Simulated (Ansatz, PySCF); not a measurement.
Gas-phase enthalpy of formation at 298 K, by the atomisation route, of FB(F)F (SMILES; BF3, trifluoroborane). Geometries: B3LYP-D3(BJ)/def2-TZVP minima from Ansatz (a quantum-chemistry and plane-wave program). Correlated levels leave the core frozen unless marked. UHF or UKS for open shells. No spin-orbit coupling. Non-relativistic. CBS(X,Y): correlation extrapolated as X^-3; Hartree-Fock from the larger set. Thermal terms are rigid-rotor harmonic-oscillator values from B3LYP-D3(BJ) frequencies (PySCF) at 298.15 K and 1 atm. 1 Eh = 627.5095 kcal/mol.

| species | count | E, CCSD(T)/CBS(cc-pVTZ,cc-pVQZ) (Ansatz) (Eh) | E, PBE/def2-TZVPD (Ansatz) (Eh) | measured ΔHf at 0 K (kcal/mol) | H(298) - H(0) of the element (kcal/mol) |
|---|---|---|---|---|---|
| FB(F)F | 1 | -324.34859 | -324.38659 | - | - |
| B atom | 1 | -24.60218 | -24.61015 | 136.20 | 0.29 |
| F atom | 3 | -99.66606 | -99.67049 | 18.47 | 1.05 |

Molecule: zero-point energy 7.77, H(298) - H(0) 2.80 kcal/mol. The route leaves out scalar relativity and anharmonic zero-point terms, the atoms' spin-orbit terms, and in the frozen-core level the core correlation. Atomic data: G2/97 table in ASE, which holds older values for B and Si.

Work out De, D0 and ΔHf at 0 and 298 K at both levels, and their errors against the measured value.


The atoms' values sum to 191.61 (0 K) and 3.44 (thermal), in kcal/mol.
- CCSD(T)/CBS(cc-pVTZ,cc-pVQZ): De = 469.52; D0 = 469.52 - 7.77 = 461.75; ΔHf(0 K) = 191.61 - 461.75 = -270.14; ΔHf(298 K) = -270.14 + 2.80 - 3.44 = -270.78; error +0.6.
- PBE/def2-TZVPD: De = 480.03; D0 = 480.03 - 7.77 = 472.26; ΔHf(0 K) = 191.61 - 472.26 = -280.65; ΔHf(298 K) = -280.65 + 2.80 - 3.44 = -281.29; error -9.9.
Measured: -271.4 kcal/mol (G2/97 table in ASE (Curtiss et al.)). This is an older compilation, not checked against later work.
